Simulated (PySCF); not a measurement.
**BN⁺: mean field, correlation and small terms against distance**

State: ⁴Σ⁻, quartet, unpaired electrons σ ↑, π ↑↑. ROHF-based CCSD(T) in PySCF 2.14 with B cc-pVTZ, N cc-pVTZ and B cc-pVQZ, N cc-pVQZ (frozen core orbitals: 2; no relativity). Correlation energies are extrapolated as n⁻³ (n = 3, 4), Hartree–Fock as (n+1)·exp(−9√n). CV is the change on freezing 0 orbitals instead, in B cc-pwCVTZ, N cc-pwCVTZ. SR is the spin-free X2C energy in B cc-pVTZ-DK, N cc-pVTZ-DK less the non-relativistic one in B cc-pVTZ, N cc-pVTZ. All energies in eV from B⁺ + N.

```json
{"R (Å)": "1.2692", "HF/CBS": "-0.367", "CCSD corr.": "-0.227", "(T)": "-0.1099", "CV": "-0.0655", "SR": "0.0034", "total": "-0.765"}
{"R (Å)": "1.3269", "HF/CBS": "-0.695", "CCSD corr.": "-0.286", "(T)": "-0.1262", "CV": "-0.0541", "SR": "0.0038", "total": "-1.157"}
{"R (Å)": "1.3845", "HF/CBS": "-0.816", "CCSD corr.": "-0.351", "(T)": "-0.1439", "CV": "-0.0445", "SR": "0.0040", "total": "-1.351"}
{"R (Å)": "1.4422", "HF/CBS": "-0.792", "CCSD corr.": "-0.420", "(T)": "-0.1626", "CV": "-0.0364", "SR": "0.0038", "total": "-1.407"}
{"R (Å)": "1.4999", "HF/CBS": "-0.672", "CCSD corr.": "-0.494", "(T)": "-0.1810", "CV": "-0.0296", "SR": "0.0035", "total": "-1.373"}
{"R (Å)": "1.5720", "HF/CBS": "-0.443", "CCSD corr.": "-0.593", "(T)": "-0.2005", "CV": "-0.0227", "SR": "0.0030", "total": "-1.257"}
{"R (Å)": "1.6441", "HF/CBS": "-0.178", "CCSD corr.": "-0.700", "(T)": "-0.2123", "CV": "-0.0175", "SR": "0.0023", "total": "-1.105"}
```

A fit to the total gives Re = 1.4449 Å, De = 1.407 eV, ωe = 1078.0 cm⁻¹, Be = 1.310 cm⁻¹ (masses 11.0093 and 14.0031 u).

At R = 1.4422 Å the CCSD correlation energy is -0.186110 hartree in the smaller basis and -0.196361 in the larger. Extrapolate it.

(4³·E4 − 3³·E3)/(4³ − 3³) = -0.20384 hartree; the larger basis holds 96.3 % of it.

The T1 diagnostic is 0.036, large enough to doubt a single reference. The state was picked by a PBE0 search and need not be the measured ground state. Spin–orbit coupling, excitations beyond (T) and corrections to the Born–Oppenheimer picture are left out.
